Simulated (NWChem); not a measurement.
# One shape, several levels: C2H3F3 (1,1,1-trifluoroethane)

Wanted: a comparison of 6 runs (BLYP/cc-pVDZ, PBE/cc-pVDZ, SVWN5/cc-pVDZ, revPBE/cc-pVDZ, CCSD/cc-pVDZ, CCSD(T)/cc-pVDZ) of C2H3F3 (1,1,1-trifluoroethane). 

The results are computed with NWChem 7.3.0.

**1. The structure to begin with**

C2H3F3 has 8 atoms, charge 0, and is taken as a singlet. As SMILES, `CC(F)(F)F`. The C1–C2 distance was set to 2.245 Å, away from the relaxed value. At this shape a bond of the SMILES string is far longer than usual.

Bond lengths: C2–F3 1.341 Å, C2–F4 1.341 Å, C2–F5 1.341 Å, C1–H6 1.089 Å, C1–H7 1.089 Å, C1–H8 1.089 Å. Angles: F3–C2–F4 107.1°, F3–C2–F5 107.1°, F4–C2–F5 107.1°, H6–C1–H7 109.7°, H6–C1–H8 109.6°, H7–C1–H8 109.6°. A long bond or contact: C1–C2 2.245 Å.

**2. A single-point energy at BLYP/cc-pVDZ (run 1)**

File calc.nw:

```
echo
start calc
title "C2H3F3"
memory 2200 mb
geometry noautosym nocenter noautoz
C       -1.201938      -0.267208       0.919129
C        0.557600       0.109900      -0.423700
F        1.692800      -0.382000       0.093900
F        0.395200      -0.458200      -1.627700
F        0.754200       1.420300      -0.629900
H       -1.028138       0.210092       1.882529
H       -1.324538      -1.340308       1.058829
H       -2.099138       0.147392       0.461629
end
basis spherical bse
* library cc-pVDZ
end
dft
xc becke88 lyp
grid xfine
convergence energy 1e-08
maxiter 100
mulliken
end
task dft energy
```

Command:

```sh
$ nwchem calc.nw > calc.out
```

The log of the run:

```text
[...]
          Wavefunction type:  closed shell.
          No. of atoms     :     8
          No. of electrons :    42
[...]
          Charge           :     0
          Spin multiplicity:     1
[...]
          AO basis - number of functions:    85
[...]
              XC Information
              --------------
                    Becke 1988 Exchange Functional  1.000
              Lee-Yang-Parr Correlation Functional  1.000
[...]
 d= 0,ls=0.0,diis     1   -377.2076928775 -5.63D+02  2.39D-02  1.89D+00     4.9
[...]
 d= 0,ls=0.0,diis    11   -377.4211148505 -7.86D-09  3.35D-07  5.44D-09    47.1
         Total DFT energy =     -377.421114850489
      One electron energy =     -891.432288837983
           Coulomb energy =      371.323165731689
    Exchange-Corr. energy =      -43.177494282948
 Nuclear repulsion energy =      185.865502538753
[...]
      Total Density - Mulliken Population Analysis
     ---------------------------------------------
    Atom       Charge   Shell Charges
 -----------   ------   -------------------------------------------------------
    1 C    6     6.12   2.02  0.67  0.51  1.98  0.92  0.02
    2 C    6     5.69   2.01  0.73  0.36  1.80  0.53  0.26
    3 F    9     9.11   2.01  0.91  0.97  3.34  1.88  0.01
    4 F    9     9.11   2.01  0.91  0.97  3.34  1.88  0.01
    5 F    9     9.11   2.01  0.91  0.97  3.34  1.88  0.01
    6 H    1     0.96   0.74  0.19  0.03
    7 H    1     0.96   0.74  0.19  0.03
    8 H    1     0.96   0.74  0.19  0.03
[...]
```

It took 48 s on 1 thread of Intel Xeon Platinum 8259CL at 2.50GHz (Skylake/Cascade Lake), shared host; peak memory 0.14 GiB.

**3. A single-point energy at PBE/cc-pVDZ (run 2)**

File run.py:

```python
from ase import Atoms
from ase.calculators.nwchem import NWChem

system = Atoms(['C', 'C', 'F', 'F', 'F', 'H', 'H', 'H'], positions=[
    [-1.201938, -0.267208, 0.919129],
    [0.557600, 0.109900, -0.423700],
    [1.692800, -0.382000, 0.093900],
    [0.395200, -0.458200, -1.627700],
    [0.754200, 1.420300, -0.629900],
    [-1.028138, 0.210092, 1.882529],
    [-1.324538, -1.340308, 1.058829],
    [-2.099138, 0.147392, 0.461629],
])

calc = NWChem(
    label='sp',
    theory='dft',
    memory='2200 mb',
    basis='cc-pVDZ',
    basispar='spherical bse',
    dft={'xc': 'xpbe96 cpbe96', 'mult': '1', 'grid': 'xfine', 'convergence': 'energy 1e-08', 'iterations': '100', 'mulliken': None},
    task='energy',
)
system.calc = calc

e = system.get_potential_energy()
print(f"E = {e:.6f} eV")
print("dipole (e A):", system.get_dipole_moment().round(4))
```

Command:

```sh
$ export ASE_NWCHEM_COMMAND="nwchem PREFIX.nwi > PREFIX.nwo"
$ python run.py
```

The log of the run:

```text
E = -10261.464874 eV
dipole (e A): [-0.2454 -0.0525  0.1874]
```

The calculator wrote sp.nwi:

```
title "sp"

permanent_dir sp

scratch_dir sp

start sp

geometry units angstrom nocenter noautosym noautoz
  C  -1.2019380000000000e+00 -2.6720800000000000e-01 9.1912899999999997e-01
  C  5.5759999999999998e-01 1.0990000000000000e-01 -4.2370000000000002e-01
  F  1.6928000000000001e+00 -3.8200000000000001e-01 9.3899999999999997e-02
  F  3.9520000000000000e-01 -4.5820000000000000e-01 -1.6276999999999999e+00
  F  7.5419999999999998e-01 1.4202999999999999e+00 -6.2990000000000002e-01
  H  -1.0281380000000000e+00 2.1009200000000000e-01 1.8825289999999999e+00
  H  -1.3245380000000000e+00 -1.3403080000000001e+00 1.0588290000000000e+00
  H  -2.0991379999999999e+00 1.4739200000000000e-01 4.6162900000000001e-01
end

memory 2200 mb

basis spherical bse noprint
   * library cc-pVDZ
end

dft
  xc xpbe96 cpbe96
  mult 1
  grid xfine
  convergence energy 1e-08
  iterations 100
  mulliken
end

task dft energy
```

sp.nwo:

```text
Northwest Computational Chemistry Package (NWChem) 7.3.0
             --------------------------------------------------------

           Job information
           ---------------

    nwchem branch   = 7.3.0
    use scalapack   = T
    input           = sp.nwi
    prefix          = sp.
    data base       = sp/sp.db
    status          = startup
    nproc           =        1

           Memory information
           ------------------

    heap     =     72089596 doubles =      550.0 Mbytes
    stack    =     72089601 doubles =      550.0 Mbytes
    global   =    144179200 doubles =     1100.0 Mbytes (distinct from heap & stack)
    total    =    288358397 doubles =     2200.0 Mbytes
    verify   = yes
    hardfail = no

           Directory information
           ---------------------

  0 permanent = sp
  0 scratch   = sp

                                NWChem Input Module
                                -------------------

                                        sp
                                        --

[... 88 lines left out ...]
  convergence criterion.
[... 17 lines left out ...]
          Convergence on energy requested:  1.00D-08
[... 1 line left out ...]
          Convergence on gradient requested:  5.00D-04
[... 21 lines left out ...]
          Convergence Information
[... 2 lines left out ...]
          total energy or number of iterations.
[... 27 lines left out ...]
 1-e energy   =    -890.060956
[... 27 lines left out ...]
   convergence    iter        energy       DeltaE   RMS-Dens  Diis-err    time
[... 15 lines left out ...]
      One electron energy =     -891.284254054184
[... 1 line left out ...]
    Exchange-Corr. energy =      -42.829424245579
[... 6 lines left out ...]
                       DFT Final Molecular Orbital Analysis
[... 612 lines left out ...]
     -------------------------------------------
      Total Density - Lowdin Population Analysis
     -------------------------------------------

    Atom       Charge   Shell Charges
 -----------   ------   -------------------------------------------------------
    1 C    6     6.11   1.88  0.59  0.45  1.76  1.35  0.08
    2 C    6     6.20   1.90  0.62  0.47  1.61  0.97  0.62
    3 F    9     8.93   1.92  0.93  0.84  3.18  2.04  0.01
[... 4 lines of this table left out ...]
    8 H    1     0.97   0.61  0.27  0.08

 center of mass
 --------------
 x =   0.93967212 y =   0.18314485 z =  -0.71370950

 moments of inertia (a.u.)
 ------------------
         394.383613987669         -22.945442867748          81.707597233315
         -22.945442867748         496.540485723395          17.508188692596
          81.707597233315          17.508188692596         439.086648218534

     Multipole analysis of the density
     ---------------------------------

     L   x y z        total         alpha         beta         nuclear
     -   - - -        -----         -----         ----         -------
     0   0 0 0     -0.000000    -21.000000    -21.000000     42.000000

     1   1 0 0     -0.463789    -16.542080    -16.542080     32.620371
[... 8 lines of this table left out ...]
     2   0 0 2    -20.104932    -78.829452    -78.829452    137.553973

 Task  times  cpu:       46.6s     wall:       46.6s
 Total times  cpu:       46.6s     wall:       46.6s
```

Run time: 48 s. Hardware: 1 thread of Intel Xeon Platinum 8259CL at 2.50GHz (Skylake/Cascade Lake), shared host; peak memory 0.14 GiB.

Runs 3 to 4 aren't shown in full; the table further down has their settings and results.

**4. The energy at CCSD/cc-pVDZ (run 5)**

File struct.nw:

```
start struct
title "C2H3F3 ccsd"
memory stack 880 mb heap 220 mb global 1100 mb
charge 0

geometry units angstroms noautosym nocenter noautoz
  C    -1.201938   -0.267208    0.919129
  C     0.557600    0.109900   -0.423700
  F     1.692800   -0.382000    0.093900
  F     0.395200   -0.458200   -1.627700
  F     0.754200    1.420300   -0.629900
  H    -1.028138    0.210092    1.882529
  H    -1.324538   -1.340308    1.058829
  H    -2.099138    0.147392    0.461629
end

basis spherical bse
  * library cc-pVDZ
end

scf
  singlet
  rhf
  thresh 1e-08
  maxiter 80
  print medium
end

ccsd
  freeze core 5
  maxiter 60
end

task ccsd energy
```

Command:

```sh
$ nwchem struct.nw > struct.out
```

The log of the run:

```text
[...]
  functions       =    85
[...]
  wavefunction    = RHF
[...]
         Total SCF energy =   -375.715835256901
      One-electron energy =   -891.041184092905
      Two-electron energy =    329.459846297251
 Nuclear repulsion energy =    185.865502538753
        Time for solution =     23.1s
[...]
 Total MP2 energy:           -376.562465420400599
[...]
             energy      energy      error      ampl     ampl      Block
                                                time     time      time
[...]
 Total CCSD energy:           -376.593060432035827
[...]
```

It took 2.9 min on 1 thread of Intel Xeon Platinum 8259CL at 2.50GHz (Skylake/Cascade Lake), shared host; peak memory 0.28 GiB.

**5. The energy at CCSD(T)/cc-pVDZ (run 6)**

File geom.xyz:

```xyz
8

C     -1.201938    -0.267208     0.919129
C      0.557600     0.109900    -0.423700
F      1.692800    -0.382000     0.093900
F      0.395200    -0.458200    -1.627700
F      0.754200     1.420300    -0.629900
H     -1.028138     0.210092     1.882529
H     -1.324538    -1.340308     1.058829
H     -2.099138     0.147392     0.461629
```

File geom.nw:

```
echo
START geom
memory total 2200 mb
charge 0
GEOMETRY units angstrom noautosym nocenter noautoz
load format xyz geom.xyz
END
BASIS spherical bse
C library cc-pVDZ
F library cc-pVDZ
H library cc-pVDZ
END
SCF
thresh 1e-08
maxiter 80
END
CCSD
freeze core 5
maxiter 60
END
TASK ccsd(t)
```

Command:

```sh
$ nwchem geom.nw > geom.out
```

The log of the run:

```text
[...]
  functions       =    85
[...]
  wavefunction    = RHF
[...]
         Total SCF energy =   -375.715835256901
      One-electron energy =   -891.041184092936
      Two-electron energy =    329.459846297281
 Nuclear repulsion energy =    185.865502538753
        Time for solution =     23.1s
[...]
 Total MP2 energy:           -376.562465420401622
[...]
             energy      energy      error      ampl     ampl      Block
                                                time     time      time
[...]
 Total CCSD energy:           -376.593060432036907
[...]
 Total CCSD+T(CCSD) energy:           -376.618570521693812
[...]
 Total CCSD(T) energy:                -376.616297759205906
[...]
```

Run time: 3.7 min. Hardware: 1 thread of Intel Xeon Platinum 8259CL at 2.50GHz (Skylake/Cascade Lake), shared host; peak memory 0.28 GiB.

**6. All runs side by side**

```tsv
run	level	integration grid	iteration cap	energy (Eh)	dipole moment (D)	HOMO energy (eV)	LUMO energy (eV)	wall time
1	BLYP/cc-pVDZ	xfine	100	-377.421115	1.55	-6.90	-2.05	48 s
2	PBE/cc-pVDZ	xfine	100	-377.101882	1.50	-7.07	-2.15	48 s
3	SVWN5/cc-pVDZ	xfine	100	-374.858169	1.57	–	–	27 s
4	revPBE/cc-pVDZ	xfine	100	-377.364987	1.48	-7.01	-2.08	47 s
5	CCSD/cc-pVDZ	–	80	-376.593060	–	-11.50	2.78	2.9 min
6	CCSD(T)/cc-pVDZ	–	80	-376.616298	–	-11.50	2.78	3.7 min
```

**7. Outcome**

```
                                          quantity          value
                               run 6: total energy  -376.61630 Eh
        run 6: HOMO energy (Hartree–Fock orbitals)      -11.50 eV
        run 6: LUMO energy (Hartree–Fock orbitals)        2.78 eV
      run 6: HOMO–LUMO gap (Hartree–Fock orbitals)       14.28 eV
run 6: correlation energy (5 core orbitals frozen)     -900.5 mEh
                             run 6: (T) correction     -23.24 mEh
```

Over runs 1, 2, 3, 4 the dipole moment (its size) runs from 1.48 D (revPBE/cc-pVDZ) to 1.57 D (SVWN5/cc-pVDZ). Over runs 1, 2, 4 the HOMO–LUMO gap runs from 4.85 eV (BLYP/cc-pVDZ) to 4.93 eV (revPBE/cc-pVDZ). Totals of different functionals can't be ranked against each other. All runs together took 9.4 min, the longest 3.7 min.
